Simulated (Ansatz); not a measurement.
CS, SMILES `[C-]#[S+]` (lower singlet) (charge 0, multiplicity 1). This singlet lies 2.98 eV below the relaxed triplet at the level frozen-core full CI/6-31g // B3LYP-D3(BJ)/def2-TZVP (Ansatz, a program for electronic structure).

Cartesian coordinates (Å):
```xyz
2

C      0.7659     0.0000     0.0000
S     -0.7659     0.0000     0.0000
```
Charge 0, spin multiplicity 1.

Question: Give the natural occupations of the active orbitals, the CASSCF energy and the corrected energy for frozen-core fic-MRCISD+Q@CASSCF(2e,2o)/cc-pVTZ // B3LYP-D3(BJ)/def2-TZVP run with Ansatz.

Answer: 
| Property | Value |
|---|---|
| natural occupations | 1.93, 0.07 |
| CASSCF energy | -435.3722 Ha |
| corrected energy | -435.6843 Ha |
| weight of the reference | 0.889 |
